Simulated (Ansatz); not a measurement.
# CH₄+ (quartet): the correlation ladder, cc-pVDZ

Aim: climb from Hartree-Fock through coupled cluster and multireference methods for CH₄+ (quartet) at one geometry and basis, and see what each rung misses.

Computed with Ansatz 0.2.0, Gaussian basis. Level: cc-pVDZ, core rule «outside noble gas», up to 1 orbitals frozen.

To be run: UHF; CCSD(T) on ROHF; CCSD(T) on UHF; BCCD(T) on ROHF; CISD; CCSDT(Q) on ROHF; CCSDT(Q) on UHF; CASSCF and MRCISD+Q, 7 electrons in 8 orbitals; CASSCF and NEVPT2, 7 electrons in 8 orbitals.

13 further runs of the same task are left out: 1 for a mislabelled method, 3 that didn't finish, 9 set aside as unsound or not needed.

**1. What is computed**

The geometry is a PBE0/def2-TZVP stationary point (not a proven minimum) of the parent state, kept for this charge and spin.

5 atoms, charge 1, spin multiplicity 4.

Atoms are counted from 1 here; the program's logs count them from 0.

Bond lengths: C1–H2 1.120 Å, C1–H3 1.120 Å, C1–H4 1.120 Å, C1–H5 1.120 Å. Angles: H2–C1–H3 96.2°, H2–C1–H4 96.2°, H2–C1–H5 141.6°, H3–C1–H4 141.6°, H3–C1–H5 96.2°, H4–C1–H5 96.2°.

**2. UHF**

File in.yaml:

```yaml
crystal:
  periodic: [false, false, false]
  atoms:
    - {symbol: C, position_ang: [0.000000, 0.000000, 0.000000]}
    - {symbol: H, position_ang: [0.364650, 0.749992, 0.747980]}
    - {symbol: H, position_ang: [-0.374199, -0.745045, 0.748208]}
    - {symbol: H, position_ang: [-0.362222, 0.746225, -0.752912]}
    - {symbol: H, position_ang: [0.371770, -0.751172, -0.743276]}
basis:
  gaussian: {orbitals: cc-pVDZ}
total_charge: 1
magnetization: {spin_polarized: true, initial_magnetization: 3}
hamiltonian: {xc: hf}
output: {orbitals: {seedname: orbitals}}
```

Launch:

```bash
$ ansatz run in.yaml --threads 1 --pin off --events-out ev --progress --plain --max-ram 2393MiB
```

The runs that follow: CCSD(T) on ROHF; CCSD(T) on UHF; BCCD(T) on ROHF; CISD; CCSDT(Q) on ROHF; CCSDT(Q) on UHF; CASSCF and MRCISD+Q, 7 electrons in 8 orbitals; CASSCF and NEVPT2, 7 electrons in 8 orbitals.

**Question.** What will the summary of the whole plan be? Wanted: UCCSDT(Q) below the RHF energy; RMP2 from UCCSDT(Q); UMP2 from UCCSDT(Q); RCCSD from UCCSDT(Q); RCCSD(T) from UCCSDT(Q); UCCSD(T) from UCCSDT(Q); RCCSDT(Q) from UCCSDT(Q); NEVPT2 valence from UCCSDT(Q); MRCISD+Q valence from UCCSDT(Q).

The runs gave:

```
                         quantity                                                                     value
   UCCSDT(Q) below the RHF energy                                                                -3.8222 eV
              RMP2 from UCCSDT(Q)                                                                +769.0 meV
              UMP2 from UCCSDT(Q)                                                                +773.9 meV
             RCCSD from UCCSDT(Q)                                                                +102.1 meV
          RCCSD(T) from UCCSDT(Q)                                                                 +22.1 meV
          UCCSD(T) from UCCSDT(Q)                                                                 +21.0 meV
         RCCSDT(Q) from UCCSDT(Q)                                                                  +0.9 meV
    NEVPT2 valence from UCCSDT(Q)                                                                +516.7 meV
  MRCISD+Q valence from UCCSDT(Q)                                                                 +21.4 meV
levels within 1 kcal/mol (43 meV)  RCCSD(T), UCCSD(T), BCCD(T), RCCSDT, UCCSDT, RCCSDT(Q), MRCISD+Q valence
                    T1 diagnostic                                                                     0.020
   effectively unpaired electrons                                                                      3.01
```

In words: RCCSD(T) misses by +22.1 meV, 0.6 % of the correlation energy. One determinant dominates. Of the multireference levels listed MRCISD+Q valence comes nearest in total energy (+21.4 meV), which doesn't show that its space is the better one. These misses are within one basis, not against nature; the frozen cores of restricted and unrestricted runs differ, which can shift their rows.
